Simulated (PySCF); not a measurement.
**Vertical excitation energies**

3-chlorocyclopentene, C₅H₇Cl.
Structure used (GFN2-xTB), in Å, numbered top down from 1:
```
atom  x, y, z in Å
Cl1   -2.0355   -0.8696    1.2500
C2    -1.1074   -0.4168   -0.2377
C3    -0.8304    1.0482   -0.1942
C4     0.4355    1.2925    0.1065
C5     1.2293    0.0352    0.2834
C6     0.2825   -1.0590   -0.2357
H7    -1.7400   -0.7356   -1.0660
H8    -1.6124    1.7716   -0.3379
H9     0.8802    2.2641    0.2315
H10    2.1703    0.0619   -0.2668
H11    1.4659   -0.1066    1.3410
H12    0.3128   -1.9622    0.3692
H13    0.5449   -1.3233   -1.2610
```

Theory: PySCF 2.14.0, density-fitted response routines, TDDFT PBE0/def2-SVPD, vertical, gas phase, core orbitals frozen in the response.

```tsv
state	E (eV)	E (hartree)	f	|μ| (D)	main configurations (H = HOMO, L = LUMO)
S1	6.42	0.2358	0.133	2.34	H→L (62%), H-2→L (30%)
S2	6.57	0.2416	0.0012	0.22	H-1→L (93%)
S3	6.68	0.2456	0.108	2.07	H-2→L (64%), H→L (26%)
S4	7.02	0.2581	0.035	1.14	H→L+1 (94%)
S5	7.66	0.2815	0.041	1.19	H→L+2 (71%), H-2→L+1 (13%)
S6	7.76	0.2851	0.014	0.69	H→L+3 (95%)
```

Triplets, Tamm–Dancoff:

```json
{"state": "T1", "E (eV)": "4.21", "λ (nm)": "294.5", "main configurations (H = HOMO, L = LUMO)": "H→L (88%)"}
{"state": "T2", "E (eV)": "6.06", "λ (nm)": "204.5", "main configurations (H = HOMO, L = LUMO)": "H-2→L (76%)"}
```

The lowest singlet comes at 193 nm (619 kJ/mol) in the vacuum ultraviolet; it is of moderate strength; its leading configuration is HOMO→LUMO (62%). The lowest level is also the most intense of those listed (f = 0.133). Löwdin shares by element: HOMO carbon 69% or more, chlorine 15% (atoms not listed hold the other 15%); LUMO carbon 62% or more, chlorine 20% (atoms not listed hold the other 18%). Orbital energies (eV): HOMO-3 -10.22, HOMO-2 -8.35, HOMO-1 -8.30, HOMO -7.48, LUMO -0.32, LUMO+1 0.70, LUMO+2 1.28. Weighted by f, the mean energy of these states is 6.78 eV. The oscillator strengths of these states sum to 0.333; summed over the whole spectrum of an exact calculation they would give the number of electrons, 54 (Thomas–Reiche–Kuhn). Only the lowest 6 singlets were computed, as vertical energies without vibronic structure.

One conformer stands for the species.
